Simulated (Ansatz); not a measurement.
Molecule (SMILES): Cl (HCl).
Atoms: Cl1, H2. Bonds: Cl1-H2.

How fast the optimised Cl1-H2 bond length converges with the basis for several methods (Ansatz, a quantum-chemistry and plane-wave program): deviation from each method's own reference, in Å. References: B3LYP 1.2804 Å, the value in aug-cc-pV(5+d)Z; CCSD(T) 1.2758 Å, the value in aug-pcseg-3; HF 1.2641 Å, the value in aug-cc-pV(5+d)Z; MP2 1.2718 Å, the value in aug-cc-pV(5+d)Z; PBE 1.2882 Å, the value in aug-cc-pV(5+d)Z. Cartesian d functions, on some or all atoms, in 6-311+G**; all else is spherical. In correlated methods cores are frozen. No added dispersion term, no relativity. The reference of a correlated method is not its basis-set limit, which lies further on.

```
basis            functions    B3LYP  CCSD(T)       HF      MP2     PBE
---------------  ---------  -------  -------  -------  -------  ------
def2-SVP                23   0.0092   0.0044   0.0074   0.0038  0.0078
pcseg-1                 23   0.0159   0.0112   0.0099   0.0108  0.0144
def2-SVPD               35   0.0116   0.0107   0.0101   0.0106  0.0109
6-311+G**               37   0.0068   0.0023   0.0058   0.0019  0.0060
def2-TZVP               43   0.0016   0.0035   0.0015   0.0032  0.0012
6-311++G(2d,2p)         45  -0.0002  -0.0022  -0.0001  -0.0013  0.0001
pcseg-2                 48   0.0014  -0.0029   0.0011  -0.0025  0.0013
def2-TZVPD              55   0.0022   0.0053   0.0019   0.0049  0.0018
jun-cc-pV(T+d)Z         62   0.0004  -0.0001   0.0007   0.0000  0.0003
def2-QZVPPD            112   0.0001   0.0000   0.0002  -0.0001  0.0002
aug-cc-pV(Q+d)Z        135   0.0001   0.0004   0.0003   0.0003  0.0001
aug-pcseg-3            138   0.0001   0.0000   0.0004  -0.0003  0.0002
```

Mean absolute deviation over 6-311+G**, def2-TZVP, 6-311++G(2d,2p), pcseg-2, def2-TZVPD, jun-cc-pV(T+d)Z: PBE 0.0018, HF 0.0019, B3LYP 0.0021, MP2 0.0023, CCSD(T) 0.0027 Å.
